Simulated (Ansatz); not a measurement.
**Bi (model structure, started from the fcc type, Fm-3m, No. 225, 1 atom in the cell)**

Method: PBEsol in Ansatz (PAW).

Run with plane-wave cutoff 500 eV, 26×26×26 k mesh, Fermi–Dirac smearing 0.1 eV, scalar-relativistic PAW data made under PBE.

Cell (relaxed at this level):

```cif
data_Bi4
_chemical_formula_sum 'Bi4'
_space_group_name_H-M_alt 'Fm-3m'
_space_group_IT_number 225
_space_group_name_Hall '-F 4 2 3'
_cell_length_a 4.94284
_cell_length_b 4.94284
_cell_length_c 4.94284
_cell_angle_alpha 90.000
_cell_angle_beta 90.000
_cell_angle_gamma 90.000
loop_
_atom_site_label
_atom_site_type_symbol
_atom_site_symmetry_multiplicity
_atom_site_Wyckoff_symbol
_atom_site_fract_x
_atom_site_fract_y
_atom_site_fract_z
_atom_site_occupancy
Bi1 Bi 4 a 0.00000 0.00000 0.00000 1
```
(The calculation used a cell of 1 atom; values per cell refer to that cell.)

- band gap = none

Note: the relaxation could raise the start's symmetry but not lower it, so the cell can be a saddle point.

Spin–orbit coupling is not included; it can shift volumes and moduli of such heavy elements.

The computed numbers hold no vibrational or temperature effects.

The result took around 110 core-seconds (rough).

A model structure was made by putting elements into a prototype or built by hand; it is no filed structure, need not be a known phase, and can be a saddle point held by its symmetry.

Ansatz is a first-principles code.
